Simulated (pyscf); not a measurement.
H₃C–Al(OH)–OH (SMILES [CH3][Al]([OH])[OH]) + BH₃ (SMILES B) -> H₂B–CH₂–Al(OH)–OH (SMILES B[CH2][Al]([OH])[OH]) + H₂ (SMILES [H][H]) (four-centre exchange; singlet surface; C–H, B–H broken, B–C, H–H formed). Single points on ωB97X-D3(BJ)/def2-SVP structures (PySCF, gas phase). Rate constants from transition-state theory, ωB97M-D3(BJ)/def2-TZVP energies (ideal gas, 1 atm, RRHO with modes under 100 cm⁻¹ raised to 100, one conformer, R ln 2 for chiral ones without a mode under 150 cm⁻¹; no tunnelling), k in cm³ molecule⁻¹ s⁻¹.

```json
[
 {"T (K)": "298", "1000/T": "3.354", "log10 k": "-26.86"},
 {"T (K)": "600", "1000/T": "1.667", "log10 k": "-20.14"},
 {"T (K)": "900", "1000/T": "1.111", "log10 k": "-17.77"},
 {"T (K)": "1200", "1000/T": "0.833", "log10 k": "?"}
]
```

Problem. Fit an Arrhenius line to the three values, give the activation energy, and predict k at 1200 K.

Solution. Least squares gives log10 k = -13.34 − 4.04 × 1000/T, so Ea = 4.04 × ln 10 × 1.987 = 18.5 kcal/mol, against an electronic barrier of 16.1. At 1200 K the line gives -16.71; the computed value is -16.47 (ΔG‡ = 60.8 kcal/mol), a factor 1.7 over the line, since the plot is curved. At the saddle there is also a short B–H contact that neither side keeps. One saddle was located; it need not be the lowest between these sides.
